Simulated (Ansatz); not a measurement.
hcp Zr was calculated with r²SCAN in Ansatz (plane waves, PAW).

A relaxed, unreconstructed slab of the (0001) face has 6 atoms, two equal faces of 9.111 Å² each and an energy of -25168.1226 eV. A bulk cell of 2 atoms with the same orientation and in-plane k mesh has -8390.0443 eV. Energies are extrapolated to zero smearing.

Run with plane-wave cutoff 500 eV, 24×24×1 k mesh (along the axes of the cell as run), Fermi–Dirac smearing 0.1 eV, scalar-relativistic PAW data made under PBE.

Worked out: γ = (E_slab − N E_bulk per atom)/2A = [-25168.1226 − 6 × (-8390.0443/2)]/(2 × 9.111) = 0.1103 eV/Å². With 16.022 J/m² per eV/Å² this is 1.77 J/m², or 1.01 eV per surface cell and face.

Ansatz is a first-principles code.
